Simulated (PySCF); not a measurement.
Molecule: `InChI=1S/C5H9N/c1-5(2,3)4-6/h1-3H3`.

Cartesian coordinates in Å; atom numbers follow the order of the lines, from 1:
```xyz
15

C     0.8157    1.2387    0.0526
C    -0.1216    0.0276    0.1502
C    -0.9596   -0.1059   -1.1280
C     0.6863   -1.2545    0.3956
C    -1.0312    0.2317    1.2892
N    -1.7422    0.3870    2.1895
H     0.2486    2.1677   -0.1054
H     1.4147    1.3524    0.9678
H     1.5030    1.1044   -0.7968
H    -1.6447   -0.9640   -1.0669
H    -0.2924   -0.2564   -1.9906
H    -1.5573    0.7997   -1.3074
H     1.2812   -1.1793    1.3173
H     0.0264   -2.1300    0.4815
H     1.3731   -1.4193   -0.4485
```

Geometry PBE0-D3(BJ)/def2-SVP throughout; GIAO in PySCF 2.14.0 with density-fitted response routines, gas phase, one conformer, non-relativistic; equivalent atoms averaged; functional PBE0.

For orientation, aug-cc-pVDZ gives these absolute shieldings σ: C5 71.7, C2 164.8, C1/C3/C4 166.7, N6 3.3, H7/H8/H9/H10/H11/H12/H13/H14/H15 30.08 ppm.

A run gave: C5 73.9, C2 168.2, C1/C3/C4 164.8, N6 -4.1, H7/H8/H9/H10/H11/H12/H13/H14/H15 30.21 ppm (absolute shieldings σ).

Which basis set was used in that run?
A. def2-SVP
B. 6-31G
C. 6-311+G(2d,p)
D. cc-pVTZ
E. def2-TZVP

## Answers

A. C1/C3/C4 tells them apart best: def2-SVP gives 164.8, 6-31G gives 169.9, cc-pVTZ gives 157.5, def2-TZVP gives 156.6, 6-311+G(2d,p) gives 157.4 ppm.
